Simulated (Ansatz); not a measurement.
**Rutile MnO₂**

Calculation: LDA in Ansatz (PAW).

Run with plane-wave cutoff 520 eV, 8×8×12 k mesh (along the axes of the cell as run), Fermi–Dirac smearing 0.01 eV, spin-polarised with opposed moments, scalar-relativistic PAW data made under PBE.

Cell: measured lattice: a = 4.3983 Å, b = 4.3983 Å, c = 2.8730 Å, α = 90.00°, β = 90.00°, γ = 90.00°.

```json
{
 "band_gap": "none",
 "magnetic moment (largest site, within a sphere)": "2.10 μB"
}
```

Note: the gap of the solid is closed in this run; the collinear magnetic order is the start's and need not be the measured one; this level leaves the solid without a gap, although one is measured; cell and atoms aren't relaxed at this level (pressure -15.5 GPa).

Moments are spin moments.

The computed numbers hold no vibrational or temperature effects.

Computing time: about 2.6 core-minutes (a rough figure).

Ansatz is a first-principles code.
